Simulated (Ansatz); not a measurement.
A nudged elastic band was laid between two geometries of AlFH2 + CH4 (9 atoms, charge 0, multiplicity 1).

The calculation used RKS PBE/def2-SVP in Ansatz 0.2.0.

```json
{
  "movable images": "5",
  "climbing image": "yes",
  "spring": "5.0 eV/Å²",
  "optimiser": "quadratic models (default)",
  "start path": "through a guess of the saddle point",
  "force threshold": "0.03 eV/Å",
  "iteration limit": "60",
  "end points": "relaxed"
}
```

Initial state:

```xyz
9
Properties=species:S:1:pos:R:3
Al -0.007 -0.470 -0.237
C -0.090 -0.195 2.478
H -1.104 0.146 2.752
H 0.536 -0.331 3.380
H 0.409 0.583 1.859
H 1.401 0.234 -0.484
H -1.437 0.217 -0.372
F 0.010 -2.161 -0.133
H -0.151 -1.182 1.972
```

Final state:

```xyz
9
Properties=species:S:1:pos:R:3
Al 0.025 -0.483 -0.245
C -0.108 -0.186 2.484
H -1.079 -0.017 2.982
H 0.711 -0.256 3.223
H 0.106 0.686 1.829
H 1.491 0.127 -0.380
H -1.343 0.295 -0.487
F -0.078 -2.171 -0.130
H -0.155 -1.155 1.940
```

Task: Which bonds break or form, and what moves?

Result: No bond is made or broken.

Task: Give the energies along the band, and the barrier.

Result: The forces met the threshold. The highest image is number 6 of 0 to 6, 0.1 kJ/mol above the ends, which have the same energy within 2 meV. The highest image is an end point: on this band no image between the ends rises above it.

| image | path coordinate (Å) | energy (kJ/mol) |
| --- | --- | --- |
| 0 | 0.00 | 0.0 |
| 1 | 0.10 | 0.0 |
| 2 | 0.21 | 0.0 |
| 3 | 0.31 | 0.0 |
| 4 | 0.41 | 0.1 |
| 5 | 0.51 | 0.1 |
| 6 | 0.57 | 0.1 |

Time of the run: 90 s on 2 threads of Arm Neoverse V1 (shared host), peak memory 0.13 GiB.
